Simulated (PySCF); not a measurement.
# Splitting trees

Structure with atom numbers: `[CH:1]#[C:2][C:3]([F:4])([F:5])[F:6]` (H(Xn): hydrogen on atom n).

Theoretical values (PySCF 2.14.0 with density-fitted response routines): B3LYP/pcJ-1 coupling constants, KT3/pcSseg-2 with gauge-including orbitals, geometry: PBE0-D3(BJ)/def2-SVP. No solvent model, a single conformation, non-relativistic Hamiltonian, rapidly exchanging positions averaged.

Scale: TMS for 13C (σ = 181.31 ppm), 1H (σ = 31.35 ppm); CFCl3 for 19F (σ = 146.91 ppm) (reference shieldings calculated alike).

Spectrometer: 600 MHz for 1H. First-order analysis; couplings under 1 Hz (under 4 Hz in carbon signals) are ignored, and nearly equal couplings are merged; the smaller ones broaden or split the lines further.

(1) What pattern does C3 show in the proton-coupled 13C spectrum?

(2) What pattern does F4/F5/F6 show (19F)?

(3) What pattern does C1 show in the proton-coupled 13C spectrum?

(4) What pattern does H(C1) show (1H)?

Results:

(1) A quartet of doublets at δ 121.3: 326.2 Hz to F4/F5/F6 (3 × 19F, 1 bond away), 5.7 Hz to H(C1) (1 × 1H, 3 bonds away). Lines in Hz from the centre (relative intensity): +492.1 (1), +486.4 (1), +165.9 (3), +160.2 (3), -160.2 (3), -165.9 (3), -486.4 (1), -492.1 (1). The outer lines are 984.3 Hz apart, the sum of the couplings kept, or 6.524 ppm at this field.

(2) A doublet at δ -77.2: 3.7 Hz to H(C1) (1 × 1H, 4 bonds away). Lines in Hz from the centre (relative intensity): +1.9 (1), -1.9 (1). The outer lines are 3.7 Hz apart, the sum of the couplings kept, or 0.007 ppm at this field.

(3) A doublet of quartets at δ 69.1: 283.5 Hz to H(C1) (1 × 1H, 1 bond away), 5.3 Hz to F4/F5/F6 (3 × 19F, 3 bonds away). Lines in Hz from the centre (relative intensity): +149.7 (1), +144.4 (3), +139.1 (3), +133.8 (1), -133.8 (1), -139.1 (3), -144.4 (3), -149.7 (1). The outer lines are 299.4 Hz apart, the sum of the couplings kept, or 1.984 ppm at this field.

(4) A quartet at δ 2.40: 3.7 Hz to F4/F5/F6 (3 × 19F, 4 bonds away). Lines in Hz from the centre (relative intensity): +5.5 (1), +1.9 (3), -1.9 (3), -5.5 (1). The outer lines are 11.1 Hz apart, the sum of the couplings kept, or 0.018 ppm at this field.
